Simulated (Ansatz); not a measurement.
Reaction (isomerisation): `FC1=CC(F)C1` → `FC1(F)C=CC1`

Computed with Ansatz on PBE0-D4/def2-TZVP structures; ΔE is electronic, products minus reactants. CCSD(T)/CBS is the MP2 limit (def2-TZVPP, def2-QZVPP) plus CCSD(T) − MP2 in def2-TZVPP, frozen cores. Functionals use def2-TZVPP.

```json
{"level": "revPBE-D4", "ΔE (kcal/mol)": "-3.2"}
{"level": "revPBE", "ΔE (kcal/mol)": "-2.8"}
{"level": "CAM-B3LYP", "ΔE (kcal/mol)": "-4.9"}
{"level": "CCSD/def2-SVP", "ΔE (kcal/mol)": "-7.0"}
{"level": "CCSD(T)/def2-SVP", "ΔE (kcal/mol)": "-6.9"}
{"level": "HF/def2-TZVPP", "ΔE (kcal/mol)": "-6.6"}
{"level": "SCS-MP2/def2-TZVPP", "ΔE (kcal/mol)": "-5.2"}
{"level": "HF/def2-QZVPP", "ΔE (kcal/mol)": "-6.5"}
```

Question: What does CCSD(T)/CBS give? (Estimate.)

Answer: The calculation gave: -5.7 kcal/mol. The listed levels differ from it by 2.5, 2.9, 0.8, -1.3, -1.2, -0.9, 0.5, -0.8 kcal/mol.

Question: What do rigid-rotor, harmonic-oscillator terms from PBE0-D4/def2-TZVP frequencies (298.15 K, 1 bar) make of the CCSD(T)/CBS value? (An estimate is asked.)

Answer: The calculation gave: ΔZPE = -0.4 kcal/mol, ΔH = -6.1 kcal/mol, ΔS = -3 J/(mol·K), ΔG = -5.9 kcal/mol.

Largest T1 diagnostic among the species: 0.012.

From PBE to PBE0 (25 % exact exchange), in def2-TZVPP and without D4, ΔE moves by −0.8 kcal/mol. Leaving LDA and LC-ωPBE aside and taking each functional with its dispersion term where it has one, the values, not all of them listed here, spread over 2.2 kcal/mol, from ωB97M-V to PBE-D4.
